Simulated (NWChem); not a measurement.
Correlation energy of Al

```xyz
1

Al     0.0000     0.0000     0.0000
```
Charge 0, spin multiplicity 2.

Program: NWChem.

Basis set: cc-pVDZ. Each correlation energy counts from its own Hartree-Fock reference.

The correlated methods keep 5 core orbitals frozen. The stability of the SCF solutions was not checked. Open-shell Hartree-Fock references start from PBE0 orbitals. Coupled-cluster values serve here as a point of comparison, not as the truth.

**Question.** For the correlation energy, CCSD[T] on UHF gives -47.8 mHa and UMP2 gives -30.6 mHa. What do CCSD on UHF, CCSDT on ROHF give?

**Answer.** CCSD on UHF: -47.1 mHa; CCSDT on ROHF: -51.5 mHa.
